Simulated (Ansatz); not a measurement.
The input, for Ansatz 0.2.0:

```yaml
crystal:
  periodic: [false, false, false]
  atoms:
    - {symbol: Ga, position_ang: [0.000000, -0.022229, 0.000000]}
    - {symbol: H, position_ang: [0.000000, 0.768845, -1.383112]}
    - {symbol: H, position_ang: [0.000000, 0.768845, 1.383112]}
basis:
  gaussian: {orbitals: aug-cc-pVDZ}
total_charge: 1
magnetization: {spin_polarized: true, initial_magnetization: 0}
correlation: {method: ccsdt_q, electrons: outside_noble_gas, diis_vectors: 1}
output: {forces: true}
```

```sh
$ ansatz run in.yaml --threads 1 --pin off --events-out ev --progress --plain --max-ram 2393MiB
```

(1) Roughly how long does this take on 1 thread of Arm Neoverse V1, shared host, and how much host memory?

```
952 factors; integrals over basis functions are off by at most 2.7e-7 eV
mean field evaluation 1: about -52355.6098 eV, gradient 5.8e0 eV
mean field evaluation 2: about -52355.6099 eV, gradient 5.8e0 eV
mean field evaluation 4: about -52355.9877 eV, gradient 2.9e-1 eV
mean field evaluation 8: about -52355.9889 eV, gradient 1.0e-6 eV
mean field evaluation 16: about -52355.9310 eV, gradient 7.8e-1 eV
mean field -52355.98892825 eV, -1924.0471049491 hartree, gradient 1.2e-6 eV, S^2 0.000000; 2 other end points of the search recorded, 0 dependent functions left out
14 core orbitals not correlated: weight in the atoms' cores, before any rotation towards them, 0.999 or more for the frozen orbitals, at most 0.000 for the correlated occupied ones
reference -52355.98892825 eV, -1924.0471049491 hartree; 2, 2 occupied and 38, 38 virtual orbitals, 952 factors
second order -1.46076384 eV of doubles, -0.00000000 eV of singles
cycle   1  -1.80553075 eV  change   -3.4e-1 eV  update   5.4e-2
cycle   2  -2.00802764 eV  change   -2.0e-1 eV  update   2.6e-2
cycle   3  -2.02309086 eV  change   -1.5e-2 eV  update   8.4e-3
cycle   4  -2.02893901 eV  change   -5.8e-3 eV  update   4.2e-3
cycle   5  -2.02747625 eV  change    1.5e-3 eV  update   1.3e-3
cycle   6  -2.02651555 eV  change    9.6e-4 eV  update   5.5e-4
cycle   7  -2.02592770 eV  change    5.9e-4 eV  update   2.3e-4
cycle   8  -2.02579803 eV  change    1.3e-4 eV  update   9.3e-5
cycle   9  -2.02572430 eV  change    7.4e-5 eV  update   4.3e-5
cycle  10  -2.02569528 eV  change    2.9e-5 eV  update   2.2e-5
cycle  11  -2.02567698 eV  change    1.8e-5 eV  update   1.0e-5
cycle  12  -2.02567061 eV  change    6.4e-6 eV  update   5.0e-6
cycle  13  -2.02566666 eV  change    3.9e-6 eV  update   2.5e-6
cycle  14  -2.02566507 eV  change    1.6e-6 eV  update   1.3e-6
cycle  15  -2.02566395 eV  change    1.1e-6 eV  update   6.7e-7
cycle  16  -2.02566360 eV  change    3.5e-7 eV  update   3.4e-7
cycle  17  -2.02566333 eV  change    2.8e-7 eV  update   1.8e-7
cycle  18  -2.02566319 eV  change    1.3e-7 eV  update   1.0e-7
perturbative correction -0.00054824 eV, -0.0000201473 hartree
the calculation of the forces begins
Total energy: -52358.01513968 eV, -1924.1215668458 hartree
Atom 0 at     0.000000    -0.022229     0.000000 Å, force     0.000000     2.124480     0.000000 eV/Å
Atom 1 at     0.000000     0.768845    -1.383112 Å, force    -0.000000    -1.062240    -0.383672 eV/Å
Atom 2 at     0.000000     0.768845     1.383112 Å, force     0.000000    -1.062240     0.383672 eV/Å
Dipole moment:     0.000000    -0.278603    -0.000000 e Å
```

Forces (eV/Å):
```
Ga   0.000  2.124  0.000
H    0.000 -1.062 -0.384
H    0.000 -1.062  0.384
```

## Answers

(1) 28 s wall and 0.65 GiB.
